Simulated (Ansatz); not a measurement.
# AlO+ (triplet): RPA-PBE over a scan of the distance Al1–O2, cc-pVDZ

How well do these functionals follow the top wave-function level for AlO+ (triplet) over a scan of the distance Al1–O2?

The runs use Ansatz 0.2.0, Gaussian basis; cc-pVDZ, all electrons in the functionals, frozen cores in the correlation of double hybrids and RPA.

To be run: RPA-PBE, at 1.389 Å; 1.522 Å; 1.733 Å; 1.920 Å; 2.166 Å; 2.424 Å; 2.745 Å; 3.283 Å; 3.853 Å; 4.691 Å; 5.869 Å.

12 further runs of the same task are left out: 12 for a known fault of the program. Runs told in other sessions of the task aren't counted.

## Step 1: What is computed

The geometry derives from a PBE0/def2-TZVP stationary point (not a proven minimum). One bond is set to the value named and the two fragments are kept rigid.

2 atoms, charge 1, spin multiplicity 3.

Atoms are counted from 1 here; the program's logs count them from 0.

Bond lengths: Al1–O2 1.733 Å.

No dispersion term is added.

The geometry shown and the zero of energy belong to the point 1.733 Å. The yardstick, FCI, and other wave-function levels (R restricted, U unrestricted, valence and pair active spaces) come from earlier runs.

## Step 2: RPA-PBE, 1.389 Å

Input file in.yaml:

```yaml
crystal:
  periodic: [false, false, false]
  atoms:
    - {symbol: Al, position_ang: [0.000000, 0.000000, 0.000000]}
    - {symbol: O, position_ang: [0.000000, 0.000000, 1.389000]}
basis:
  gaussian: {orbitals: cc-pVDZ}
total_charge: 1
magnetization: {spin_polarized: true, initial_magnetization: 2}
hamiltonian: {xc: {name: PBE}}
correlation: {method: rpa, electrons: outside_noble_gas}
```

Run with:

```console
> ansatz run in.yaml --threads 1 --pin off --events-out ev --progress --plain --max-ram 4096MiB --backend cpu
```

After this run come: RPA-PBE, 1.522 Å; RPA-PBE, 1.733 Å; RPA-PBE, 1.920 Å; RPA-PBE, 2.166 Å; RPA-PBE, 2.424 Å; RPA-PBE, 2.745 Å; RPA-PBE, 3.283 Å; RPA-PBE, 3.853 Å; RPA-PBE, 4.691 Å; RPA-PBE, 5.869 Å.

Q: Predict the results of all the runs planned. Wanted: span of the FCI curve; largest miss, RPA-PBE.

As calculated:

```
             quantity                value
span of the FCI curve             3.496 eV
largest miss, RPA-PBE  -0.097 eV (5.869 Å)
```

What this shows: RPA-PBE strays by up to 0.097 eV, at 5.869 Å. Functionals and the yardstick converge differently with the basis, so part of each miss in cc-pVDZ is the basis.
